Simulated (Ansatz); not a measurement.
# C₆H₁₄O: a ladder of functionals and wavefunction methods

An exercise on one series of results from a longer session: the logs are not shown, and one member is left open.

Method: functionals in def2-TZVPP, the program's frozen cores in correlated methods; program: Ansatz 0.2.0, Gaussian basis.

Levels to be run: LDA (SPW92), PBE-D4, revPBE-D4, BLYP-D4, r2SCAN-D4, B97M-V, PBE0-D4, B3LYP-D4, r2SCANh-D4, r2SCAN0-D4, HSE06-D4, BHLYP-D4, CAM-B3LYP-D4, LC-ωPBE, ωB97X-V, ωB97M-V, B2PLYP, PBE-QIDH; CCSD(T)/def2-SVP; CCSD(T)/def2-TZVPP; MP2/def2-QZVPP; extrapolation to the limit; RPA on PBE.

1 further run of the same task is left out (it didn't finish). Runs told in other sessions of the task aren't counted.

**The relaxed structure**

An earlier PBE0-D4 in a triple-zeta def2 set relaxation fixed the geometry.

21 atoms, charge 0, spin multiplicity 1.

Atoms are counted from 1 here; the program's logs count them from 0.

Bond lengths: C1–C2 1.518 Å, C1–H8 1.093 Å, C1–H9 1.092 Å, C1–H10 1.093 Å, C2–C3 1.527 Å, C2–H11 1.093 Å, C2–H12 1.094 Å, C3–C4 1.522 Å, C3–O5 1.428 Å, C3–C6 1.532 Å, C4–H13 1.092 Å, C4–H14 1.092 Å, C4–H15 1.095 Å, O5–H16 0.962 Å, C6–C7 1.518 Å, C6–H17 1.098 Å, C6–H18 1.095 Å, C7–H19 1.092 Å and more. Angles: C2–C1–H8 111.9°, C2–C1–H9 110.4°, C2–C1–H10 112.1°, H8–C1–H9 107.3°, H8–C1–H10 107.7°, H9–C1–H10 107.2°, C1–C2–C3 115.5°, C1–C2–H11 110.0°, C1–C2–H12 110.1°, C3–C2–H11 107.6°, C3–C2–H12 107.1°, H11–C2–H12 106.0°, C2–C3–C4 111.3°, C2–C3–O5 104.0°, C2–C3–C6 112.8°, C4–C3–O5 109.2°, C4–C3–C6 109.7°, O5–C3–C6 109.7° and more.

The first run:

Input file in.yaml:

```yaml
crystal:
  periodic: [false, false, false]
  atoms:
    - {symbol: C, position_ang: [1.113709, -1.519532, -0.903225]}
    - {symbol: C, position_ang: [0.999239, -0.006564, -0.859889]}
    - {symbol: C, position_ang: [-0.317143, 0.538502, -0.311470]}
    - {symbol: C, position_ang: [-1.481780, 0.202369, -1.231759]}
    - {symbol: O, position_ang: [-0.124501, 1.952986, -0.296747]}
    - {symbol: C, position_ang: [-0.620251, 0.043651, 1.106586]}
    - {symbol: C, position_ang: [0.472467, 0.317944, 2.123575]}
    - {symbol: H, position_ang: [1.048787, -1.962471, 0.093677]}
    - {symbol: H, position_ang: [2.074828, -1.816431, -1.328188]}
    - {symbol: H, position_ang: [0.333458, -1.972585, -1.519461]}
    - {symbol: H, position_ang: [1.808613, 0.412471, -0.255977]}
    - {symbol: H, position_ang: [1.126773, 0.409294, -1.864008]}
    - {symbol: H, position_ang: [-1.292438, 0.585616, -2.236663]}
    - {symbol: H, position_ang: [-1.651714, -0.874430, -1.294098]}
    - {symbol: H, position_ang: [-2.405381, 0.656981, -0.859016]}
    - {symbol: H, position_ang: [-0.952235, 2.362157, -0.028322]}
    - {symbol: H, position_ang: [-1.550720, 0.529019, 1.428194]}
    - {symbol: H, position_ang: [-0.845116, -1.027213, 1.070920]}
    - {symbol: H, position_ang: [0.758681, 1.371390, 2.108930]}
    - {symbol: H, position_ang: [1.369085, -0.273592, 1.924362]}
    - {symbol: H, position_ang: [0.135625, 0.070428, 3.132580]}
basis:
  gaussian: {orbitals: def2-TZVPP}
hamiltonian: {xc: lda}
output: {orbitals: {seedname: orbitals}}
```

Started as:

```sh
ansatz run in.yaml --threads 2 --pin off --events-out ev --progress --plain --max-ram 22528MiB --backend cuda --devices 0, --max-vram 18GiB
```

Steps of the session up to this table: LDA; PBE-D4 (GGA); revPBE-D4 (GGA); BLYP-D4 (GGA); r2SCAN-D4 (meta-GGA); B97M-V (meta-GGA); PBE0-D4 (hybrid); B3LYP-D4 (hybrid); r2SCANh-D4 (hybrid); r2SCAN0-D4 (hybrid); HSE06-D4 (hybrid); BHLYP-D4 (hybrid); CAM-B3LYP-D4 (range-separated); LC-ωPBE (range-separated); ωB97X-V (range-separated); ωB97M-V (range-separated); B2PLYP (double hybrid); PBE-QIDH (double hybrid).

One of the session's tables, all rows but one given; the rest of the session is left out.

It belongs to the step «Frontier levels by functional». 

```
  functional  HOMO (eV)  LUMO (eV)  gap (eV)
 LDA (SPW92)      -6.26      -0.12      6.14
      PBE-D4      -6.09       0.09      6.18
   revPBE-D4      -6.01       0.20      6.21
     BLYP-D4      -6.01       0.09      6.10
   r2SCAN-D4      -6.41       0.77      7.18
      B97M-V      -6.60       0.22      6.83
     PBE0-D4      -7.69       0.91      8.60
    B3LYP-D4      -7.46       0.58      8.04
  r2SCANh-D4      -7.02       1.01      8.03
  r2SCAN0-D4      -7.92       1.35      9.27
    HSE06-D4      -7.28       0.54      7.83
    BHLYP-D4      -9.23       1.53     10.76
CAM-B3LYP-D4          ?          ?         ?
     LC-ωPBE     -10.49       2.98     13.47
     ωB97X-V     -10.18       2.75     12.93
     ωB97M-V     -10.12       2.33     12.46
```

**Question.** Estimate the row for CAM-B3LYP-D4.

As computed: HOMO (eV): -9.18; LUMO (eV): 1.67; gap (eV): 10.85. In the column «HOMO (eV)» it lies between BHLYP-D4 (-9.23) and r2SCAN0-D4 (-7.92).
